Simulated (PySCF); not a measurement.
# What builds the first ionisation energy along the alkaline earths

All values are computed (PySCF 2.14, energy differences of UHF-based or UKS calculations, no spin-orbit coupling). Each column adds one step, in eV (sums use unrounded values): valence MP2, valence CCSD, valence triples, then the next inner shell at CCSD(T) (Be 1s, Mg 2s 2p, Ca 3s 3p, Sr 4s 4p, Ba 5s 5p). References (NIST) marked * lie between the lowest fine-structure levels; the others compare directly ((s) semi-empirical, (t) theoretical).

```json
{"element": "Be [He] 2s2 → [He] 2s1 (x2c-TZVPPall, spin-free X2C)", "UHF": "8.043", "+ MP2": "0.710", "+ CCSD": "0.517", "+ (T)": "0.000", "+ inner shell": "0.002", "sum": "9.272", "reference": "9.323"}
{"element": "Mg [Ne] 3s2 → [Ne] 3s1 (x2c-TZVPPall, spin-free X2C)", "UHF": "6.621", "+ MP2": "0.590", "+ CCSD": "0.298", "+ (T)": "0.000", "+ inner shell": "0.060", "sum": "7.570", "reference": "7.646"}
{"element": "Ca [Ar] 4s2 → [Ar] 4s1 (x2c-TZVPPall, spin-free X2C)", "UHF": "5.139", "+ MP2": "0.502", "+ CCSD": "0.265", "+ (T)": "0.000", "+ inner shell": "0.123", "sum": "6.029", "reference": "6.113"}
{"element": "Sr [Kr] 5s2 → [Kr] 5s1 (x2c-TZVPPall, spin-free X2C)", "UHF": "4.746", "+ MP2": "0.500", "+ CCSD": "0.199", "+ (T)": "0.000", "+ inner shell": "0.213", "sum": "5.657", "reference": "5.695"}
{"element": "Ba [Xe] 6s2 → [Xe] 6s1 (x2c-TZVPPall, spin-free X2C)", "UHF": "4.272", "+ MP2": "0.463", "+ CCSD": "0.184", "+ (T)": "0.000", "+ inner shell": "0.226", "sum": "5.145", "reference": "5.212"}
```

What remains against the references is mostly basis incompleteness.

These are valence bases, so the inner-shell step is incomplete.
